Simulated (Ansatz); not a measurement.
# C₃H₃ClO: one species, many methods

Aim: compute C₃H₃ClO with functionals from several rungs and with coupled cluster, and see how far each lands from CCSD(T) at the basis-set limit for the atomisation energy.

Method: functionals in def2-TZVPP, the program's frozen cores in correlated methods; program: Ansatz 0.2.0, Gaussian basis.

Levels to be run: LDA (SPW92), PBE-D4, revPBE-D4, BLYP-D4, r2SCAN-D4, B97M-V, PBE0-D4, B3LYP-D4, r2SCANh-D4, r2SCAN0-D4, HSE06-D4, BHLYP-D4, CAM-B3LYP-D4, LC-ωPBE, ωB97X-V, ωB97M-V, B2PLYP, PBE-QIDH; CCSD(T)/def2-SVP; CCSD(T)/def2-TZVPP; MP2/def2-QZVPP; extrapolation to the limit; RPA on PBE.

## 1. Structure used throughout

The geometry comes from an earlier relaxation with PBE0-D4 in a triple-zeta def2 set; it is a stationary point, not always the lowest conformer.

8 atoms, charge 0, spin multiplicity 1.

Atoms are counted from 1 here; the program's logs count them from 0.

Bond lengths: Cl1–C2 1.687 Å, C2–C3 1.333 Å, C2–O5 1.365 Å, C3–C4 1.502 Å, C3–H6 1.074 Å, C4–O5 1.470 Å, C4–H7 1.091 Å, C4–H8 1.091 Å. Angles: Cl1–C2–C3 138.7°, Cl1–C2–O5 120.7°, C3–C2–O5 100.6°, C2–C3–C4 85.3°, C2–C3–H6 137.6°, C4–C3–H6 137.1°, C3–C4–O5 88.6°, C3–C4–H7 117.3°, C3–C4–H8 117.3°, O5–C4–H7 109.6°, O5–C4–H8 109.6°, H7–C4–H8 111.6°, C2–O5–C4 85.4°.

Geometry (Å):

```mol
C3H3ClO
  3D, bonds by distance, orders not assigned

  8  8  0  0  0  0  0  0  0  0999 V2000
   -0.5157    0.6842    2.5343 Cl  0  0
   -0.1999    0.2328    0.9396 C   0  0
    0.5747    0.6158   -0.0749 C   0  0
   -0.0626   -0.5163   -0.8285 C   0  0
   -0.8536   -0.8229    0.3719 O   0  0
    1.3097    1.3746   -0.2686 H   0  0
    0.5701   -1.3693   -1.0785 H   0  0
   -0.7304   -0.2561   -1.6511 H   0  0
  1  2  8  0
  2  3  8  0
  3  4  8  0
  4  5  8  0
  3  6  8  0
  4  7  8  0
  4  8  8  0
  2  5  8  0
M  END
```

## 2. LDA

This LDA is Slater exchange with PW92 correlation.

in.yaml

```yaml
crystal:
  periodic: [false, false, false]
  atoms:
    - {symbol: Cl, position_ang: [-0.515728, 0.684224, 2.534304]}
    - {symbol: C, position_ang: [-0.199891, 0.232847, 0.939600]}
    - {symbol: C, position_ang: [0.574679, 0.615754, -0.074853]}
    - {symbol: C, position_ang: [-0.062647, -0.516333, -0.828453]}
    - {symbol: O, position_ang: [-0.853569, -0.822873, 0.371921]}
    - {symbol: H, position_ang: [1.309682, 1.374615, -0.268648]}
    - {symbol: H, position_ang: [0.570059, -1.369281, -1.078481]}
    - {symbol: H, position_ang: [-0.730385, -0.256054, -1.651091]}
basis:
  gaussian: {orbitals: def2-TZVPP}
hamiltonian: {xc: lda}
output: {orbitals: {seedname: orbitals}}
```

Run with:

```sh
> ansatz run in.yaml --threads 2 --pin off --events-out ev --progress --plain --max-ram 4352MiB
```

The runs that follow: PBE-D4 (GGA); revPBE-D4 (GGA); BLYP-D4 (GGA); r2SCAN-D4 (meta-GGA); B97M-V (meta-GGA); B3LYP-D4 (hybrid); r2SCANh-D4 (hybrid); r2SCAN0-D4 (hybrid); HSE06-D4 (hybrid); BHLYP-D4 (hybrid); CAM-B3LYP-D4 (range-separated); LC-ωPBE (range-separated); ωB97X-V (range-separated); ωB97M-V (range-separated); B2PLYP (double hybrid); PBE-QIDH (double hybrid); CCSD(T) in def2-SVP; CCSD(T) in def2-TZVPP; MP2 in def2-QZVPP; RPA on PBE orbitals.

**Question.** What will the summary of the whole plan be? Wanted: atomisation energy, CCSD(T)/CBS; farthest beyond LDA; mean size of error, GGA; mean size of error, meta-GGA; mean size of error, hybrid; mean size of error, range-separated; mean size of error, double hybrid; gap, smallest and largest; T1 diagnostic.

**Answer**, as computed:

| quantity | value |
| --- | --- |
| atomisation energy, CCSD(T)/CBS | 3255.5 kJ/mol |
| functionals within 16.3 kJ/mol (0.5 %) | B3LYP-D4, r2SCANh-D4, CAM-B3LYP-D4, ωB97X-V, PBE-QIDH |
| farthest beyond LDA | PBE-D4 (+168.9 kJ/mol) |
| mean size of error, GGA | 82.7 kJ/mol |
| mean size of error, meta-GGA | 31.9 kJ/mol |
| mean size of error, hybrid | 56.7 kJ/mol |
| mean size of error, range-separated | 18.8 kJ/mol |
| mean size of error, double hybrid | 21.7 kJ/mol |
| gap, smallest and largest | 4.89 eV (BLYP-D4), 12.10 eV (LC-ωPBE) |
| T1 diagnostic | 0.0128 |
| triples share of the correlation energy | 4.6 % |

**Reading.** The LDA atomisation energy is off by 639.8 kJ/mol (20 %): it overbinds. PBE-D4 is off by +168.9 kJ/mol. Double hybrids carry the basis error of their MP2 part in triple zeta, and no dispersion term here, so their miss is partly the set-up's. By mean error the best rung here is range-separated (18.8 kJ/mol) and the worst beyond LDA is GGA (82.7 kJ/mol). The gap between the best rungs is small, so their order is not settled. Misses under about 16.3 kJ/mol are within the doubt on the reference itself, which lacks core-valence correlation, relativity and higher excitations. Hartree-Fock recovers 68 % of the binding; the rest is correlation. CCSD(T) in def2-SVP is off by -164.8 kJ/mol, worse than the median functional, from the basis alone. Orbital gaps span 4.9 to 12.1 eV; exact exchange widens them.
